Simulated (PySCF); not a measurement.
Molecule: `InChI=1S/C5H13N/c1-4-5-6(2)3/h4-5H2,1-3H3`.

Cartesian coordinates in Å; atom numbers follow the order of the lines, from 1:
```xyz
19

C     2.537    0.799    0.684
C     1.052    0.978    0.417
C     0.381   -0.314   -0.026
N    -0.991   -0.154   -0.452
C    -1.885    0.240    0.606
C    -1.479   -1.306   -1.162
H     2.716    0.057    1.479
H     3.005    1.742    1.005
H     3.071    0.454   -0.216
H     0.886    1.735   -0.368
H     0.566    1.367    1.327
H     0.946   -0.720   -0.882
H     0.473   -1.075    0.788
H    -2.898    0.393    0.203
H    -1.566    1.190    1.058
H    -1.959   -0.517    1.423
H    -0.827   -1.529   -2.021
H    -2.491   -1.111   -1.551
H    -1.533   -2.226   -0.534
```

Geometry PBE0-D3(BJ)/def2-SVP throughout; GIAO in PySCF 2.14, gas phase, one conformer, non-relativistic; equivalent atoms averaged; functional PBE0.

**Question.** How do the absolute shieldings σ depend on the basis set? (ppm; last column core-seconds on shared hosts with different chips, so compare them loosely)

**Answer.** 
```
    basis set  functions     C3  C5/C6     C2     C1     N4  H14/H15/H16/H17/H18/H19  H12/H13  H10/H11  H7/H8/H9  core-s
       STO-3G         43  186.6  195.5  210.3  215.0  295.6                    31.33    31.47    31.66     31.93     3.3
        6-31G         80  140.9  156.4  176.4  185.4  235.6                    30.36    30.42    30.92     31.57     6.7
     pcSseg-0         80  131.2  146.3  169.8  178.4  242.4                    30.68    31.08    31.41     31.83     7.9
       6-31G*        110  136.5  151.4  171.5  180.5  235.9                    29.88    29.85    30.43     31.04     9.2
     def2-SVP        149  134.4  150.5  171.0  180.4  237.7                    29.42    29.54    30.07     30.54      13
      cc-pVDZ        149  135.4  152.7  171.4  182.4  234.1                    29.31    29.42    29.98     30.44      19
     pcSseg-1        167  122.3  139.3  159.7  170.8  224.7                    29.21    29.46    29.92     30.34      23
6-311+G(2d,p)        240  124.6  142.4  161.6  173.7  220.7                    29.37    29.50    30.08     30.63      26
  aug-cc-pVDZ        255  134.4  152.3  169.7  182.0  230.4                    29.16    29.35    29.90     30.43      41
    def2-TZVP        264  123.3  141.5  161.0  173.1  223.0                    29.35    29.47    30.03     30.59      31
```

**Question.** Which nucleus moves most, in ppm?

**Answer.** N4 (amine nitrogen): from 220.7 ppm with 6-311+G(2d,p) to 295.6 ppm with STO-3G. The smallest spread is 1.59 ppm, at H7/H8/H9. Proton shifts span only some 12 ppm, so a few tenths of a ppm matter as much there as several ppm in carbon.

**Question.** Taking the largest basis, def2-TZVP (264 functions), as the yardstick, rank the others by their worst heavy-atom deviation.

**Answer.** pcSseg-1 2.3 ppm (167 functions), 6-311+G(2d,p) 2.3 ppm (240 functions), aug-cc-pVDZ 11.1 ppm (255 functions), cc-pVDZ 12.1 ppm (149 functions), 6-31G* 13.2 ppm (110 functions), def2-SVP 14.6 ppm (149 functions), 6-31G 17.6 ppm (80 functions), pcSseg-0 19.4 ppm (80 functions), STO-3G 72.5 ppm (43 functions).

A small basis that lands close on one nucleus may do so by chance; judge by the trend and by all nuclei.
